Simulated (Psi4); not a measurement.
# BF2 (SMILES F[B]F) at UPBE0/cc-pVTZ

Aim: the energy change on altering one bond length of BF2 at UPBE0/cc-pVTZ, from 2 runs. 

The results are computed with Psi4 1.11.

1 further run of the same task is left out (set aside as unsound or not needed).

### 1 The molecule

The species is BF2 (3 atoms), meant as a doublet with charge 0. As SMILES, `F[B]F`. The coordinates come from a PBE0-D4/def2-TZVP relaxation.

Bond lengths: F1–B2 1.306 Å, B2–F3 1.306 Å. Angles: F1–B2–F3 121.1°.

### 2 Energy and gradient at UPBE0/cc-pVTZ

bf2.inp reads:

```
memory 1600 mb

molecule molecule1 {
  0 2
  F      0.513100    -1.044300     0.160000
  B      0.279000     0.240500     0.181300
  F     -0.802900     0.738900    -0.354600
  symmetry c1
}

set {
  reference uks
  puream true
  e_convergence 1e-09
  d_convergence 1e-08
  scf_type pk
  dft_radial_points 99
  dft_spherical_points 590
  maxiter 200
}

E, wfn = gradient("pbe0/cc-pVTZ", return_wfn=True)
oeprop(wfn, "QUADRUPOLE", "MAYER_INDICES", "WIBERG_LOWDIN_INDICES")
```

Launch:

```
$ psi4 -i bf2.inp -o bf2.out -n 1
```

bf2.out:

```text
[...]
  Running in c1 symmetry.
[...]
  Nuclear repulsion =   55.302284297814481
[...]
  Multiplicity = 2
[...]
  Nalpha       = 12
  Nbeta        = 11
[...]
    Number of basis functions: 90
[...]
   @UKS iter   1:  -224.37392952113490   -4.56590e-01   5.11379e-03 ADIIS/DIIS
[...]
   @UKS iter  11:  -224.43290562915473   -2.95586e-12   4.43788e-09 DIIS
[...]
   @S^2 Observed:                7.517310297E-01
[...]
    Orbital Energies [Eh]
    ---------------------
    Alpha Occupied:
       1A    -24.816646     2A    -24.816630     3A     -6.922080
       4A     -1.299982     5A     -1.274210     6A     -0.624647
       7A     -0.582224     8A     -0.535658     9A     -0.533542
      10A     -0.479430    11A     -0.468479    12A     -0.264288
    Alpha Virtual:
      13A     -0.023840    14A      0.107866    15A      0.113482
      16A      0.168533    17A      0.175998    18A      0.336297
      19A      0.361760    20A      0.419443    21A      0.479473
      22A      0.503466    23A      0.514716    24A      0.612413
      25A      0.820215    26A      0.833533    27A      0.843436
[...]
  @UKS Final Energy:  -224.43290562915473
   => Energetics <=
    Nuclear Repulsion Energy =             55.3022842978144809
    One-Electron Energy =                -421.1978923109244306
    Two-Electron Energy =                 160.2383776258046169
    DFT Exchange-Correlation Energy =     -18.7756752418494131
    Empirical Dispersion Energy =           0.0000000000000000
    VV10 Nonlocal Energy =                  0.0000000000000000
    Total Energy =                       -224.4329056291547317
[...]
  -Total Gradient:
     Atom            X                  Y                   Z
    ------   -----------------  -----------------  -----------------
       1        0.000316489403    -0.000776346312     0.000000000000
       2        0.000401500131     0.000270580225     0.000000000000
       3       -0.000713144528     0.000509552810     0.000000000000
[...]
 Multipole Moments:
 ------------------------------------------------------------------------------------
     Multipole            Electronic (a.u.)      Nuclear  (a.u.)        Total (a.u.)
 ------------------------------------------------------------------------------------
 L = 1.  Multiply by 2.5417464519 to convert [e a0] to [Debye]
 Dipole X            :          0.2403221           -0.1595680            0.0807541
 Dipole Y            :          0.1877360           -0.1247259            0.0630101
 Dipole Z            :         -0.0000000            0.0000000           -0.0000000
 Magnitude           :                                                    0.1024280
 L = 2.  Multiply by 1.3450342976 to convert [e a0^2] to [Debye ang]
 Quadrupole XX       :        -47.2722791           35.1261732          -12.1461059
 Quadrupole XY       :         38.0463957          -37.5686732            0.4777224
[...]
```

Wall time 16 s (1 thread of Intel Xeon Platinum 8488C (Sapphire Rapids), shared host); peak memory 0.74 GiB.

### 3 The distorted shape, same level

bf2.dat reads:

```
memory 1600 MB

molecule m {
  0 2
  F      0.583336    -1.429774     0.153609
  B      0.279000     0.240500     0.181300
  F     -0.802900     0.738900    -0.354600
  symmetry c1
}

set reference uks
set puream true
set e_convergence 1e-09
set d_convergence 1e-08
set scf_type pk
set dft_radial_points 99
set dft_spherical_points 590
set maxiter 200

energy_value, wavefunction = gradient("pbe0/cc-pVTZ", return_wfn=True)
oeprop(wavefunction, "MAYER_INDICES", "DIPOLE", "QUADRUPOLE")
```

Launch:

```
$ psi4 bf2.dat bf2.out -n 1
```

bf2.out, shortened:

```text
[...]
  Running in c1 symmetry.
[...]
  Nuclear repulsion =   48.593030245616106
[...]
  Multiplicity = 2
[...]
  Nalpha       = 12
  Nbeta        = 11
[...]
    Number of basis functions: 90
[...]
   @UKS iter   1:  -224.29021267198166   -6.25180e-01   5.58682e-03 DIIS/ADIIS
[...]
   @UKS iter  13:  -224.37178199831337   -1.44951e-12   2.77387e-09 DIIS
[...]
   @S^2 Observed:                7.535853645E-01
[...]
  @UKS Final Energy:  -224.37178199831337
   => Energetics <=
    Nuclear Repulsion Energy =             48.5930302456161058
    One-Electron Energy =                -408.1380567959940890
    Two-Electron Energy =                 153.8469350742114159
    DFT Exchange-Correlation Energy =     -18.6736905221467779
    Empirical Dispersion Energy =           0.0000000000000000
    VV10 Nonlocal Energy =                  0.0000000000000000
    Total Energy =                       -224.3717819983133666
[...]
  -Total Gradient:
     Atom            X                  Y                   Z
    ------   -----------------  -----------------  -----------------
       1        0.020026720692    -0.107801994085     0.000000000000
       2        0.007809461018     0.090974334072     0.000000000000
       3       -0.027834798059     0.016836397369     0.000000000000
[...]
 Multipole Moments:
 ------------------------------------------------------------------------------------
     Multipole            Electronic (a.u.)      Nuclear  (a.u.)        Total (a.u.)
 ------------------------------------------------------------------------------------
 L = 1.  Multiply by 2.5417464519 to convert [e a0] to [Debye]
 Dipole X            :          0.0449666           -0.1503392           -0.1053726
 Dipole Y            :          0.9825232           -0.1858635            0.7966597
 Dipole Z            :         -0.0000000            0.0000000           -0.0000000
 Magnitude           :                                                    0.8035982
 L = 2.  Multiply by 1.3450342976 to convert [e a0^2] to [Debye ang]
 Quadrupole XX       :        -49.6849038           37.4137989          -12.2711049
 Quadrupole XY       :         48.3577835          -47.2142017            1.1435818
[...]
```

Wall time 17 s (1 thread of Intel Xeon Platinum 8488C (Sapphire Rapids), shared host); peak memory 0.72 GiB.

### 4 Summary of results

At UPBE0/cc-pVTZ:

| quantity | value |
| --- | --- |
| first shape: total energy | -224.43291 Eh |
| first shape: dipole moment | 0.26 D |
| first shape: HOMO energy (highest over α and β) | -7.19 eV |
| first shape: LUMO energy (lowest over α and β) | -2.05 eV |
| first shape: ⟨S²⟩ | 0.752 |
| first shape: largest force on an atom | 0.045 eV/Å |
| distorted shape: total energy | -224.37178 Eh |
| distorted shape: dipole moment | 2.04 D |
| distorted shape: HOMO energy (highest over α and β) | -8.39 eV |
| distorted shape: LUMO energy (lowest over α and β) | -3.36 eV |
| distorted shape: ⟨S²⟩ | 0.754 |
| distorted shape: largest force on an atom | 5.638 eV/Å |
| energy change with the F1–B2 bond stretched from 1.306 to 1.698 Å | 1.663 eV |

**Reading.** With the F1–B2 bond stretched from 1.306 to 1.698 Å the energy rises by 1.66 eV (38 kcal/mol).
